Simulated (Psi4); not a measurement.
**PO (Phosphorus monoxide): name the method**

The species is PO (2 atoms), meant as a doublet with charge 0. SMILES: `O=[P]`. The shape is that of a PBE0-D4/def2-TZVP optimisation.

```xyz
2

O     0.0000    0.0000   -0.0095
P     0.0000    0.0000    1.4645
```

Orbital energies are those of the mean-field step.

A calculation with Psi4 1.11 gave:

- total energy: -416.4969 Eh
- dipole moment: 2.05 D
- HOMO energy: -7.99 eV
- LUMO energy: -0.88 eV
- ⟨S²⟩: 0.755

Problem. Which of these levels gave the numbers?
A. DSD-PBEP86/cc-pVTZ (density fitting for correlation)
B. B3LYP/6-31G* (spherical functions)
C. wB97X-V/cc-pVTZ
D. OMP2/cc-pVTZ (density fitting for correlation)

Solution. C. The others give -415.9857 Eh (OMP2/cc-pVTZ (density fitting for correlation)), -416.1877 Eh (DSD-PBEP86/cc-pVTZ (density fitting for correlation)), -416.5259 Eh (B3LYP/6-31G* (spherical functions)).
